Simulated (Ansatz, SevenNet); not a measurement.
α-phase Ga: volume per atom by level of theory

No measured value is used here.

```csv
level (code),value (Å³/atom)
SevenNet-0,20.25
LDA (Ansatz),___
BLYP (Ansatz),22.61
PBE (Ansatz),20.29
PBEsol (Ansatz),19.06
revPBE (Ansatz),___
RPBE (Ansatz),21.11
PBEsol-D3(BJ) (Ansatz),18.30
rVV10 (Ansatz),21.06
r²SCAN (Ansatz),___
HSE06 (Ansatz),19.61
```

Question: Fill in the missing entries.

Answer: 
- LDA (Ansatz, a quantum-chemistry and plane-wave program), value (Å³/atom): 18.36
- revPBE (Ansatz), value (Å³/atom): 20.88
- r²SCAN (Ansatz), value (Å³/atom): 19.19

BLYP: the cell is over a tenth larger than the published one: the level's own overestimate first of all, though another phase or state, or a fault of the published cell, is possible. HSE06: exact exchange on metals is sensitive to the k mesh and can open a false gap. HSE06: the run warned that the count of filled bands differs between k points. Cutoffs and k meshes differ between the levels. Ansatz's density-functional and Hartree–Fock values are scalar-relativistic unless marked +SOC, with PAW data made under PBE.

Machine-learned potentials (SevenNet-0) are trained on DFT data: a solid inside that data is no test of them.
